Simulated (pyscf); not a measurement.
A first-order saddle from PySCF, ωB97X-D3(BJ)/def2-SVP:

```xyz
8

O     -0.8956    -0.5905     0.5971
Si     0.0499    -0.0665    -0.6977
H     -0.4958    -0.7386     1.7816
H     -0.8185     0.6357    -1.6815
H      0.6921    -1.2456    -1.3398
H      1.1109     0.8719    -0.2220
H     -1.1529     0.0773     1.6327
H     -0.7756    -0.1243     2.6221
```

Surface: singlet, charge 0. Lowest wavenumbers (cm⁻¹): 2849i, 143, 170, 608, 708.

Task: Which two sides does it connect, and which bonds change?

Result: silanol (HO–SiH₃) + hydrogen (H₂) <-> silanol (HO–SiH₃) + hydrogen (H₂), a four-centre exchange read from left to right: H–O, H–H broken and H–O, H–H formed. At ωB97M-D3(BJ)/def2-TZVP it lies +67.8 kcal/mol from the left side and +67.8 kcal/mol from the right (each side as separated species at their lowest minima found). The same reactants have a lower exit, to SiH₄ + H₂O (barrier +52.3 kcal/mol at ωB97M-D3(BJ)/def2-TZVP, against +67.8 kcal/mol here). Another saddle between the same species, by other bonds, lies lower (56.6 kcal/mol against 67.8 kcal/mol at ωB97M-D3(BJ)/def2-TZVP).
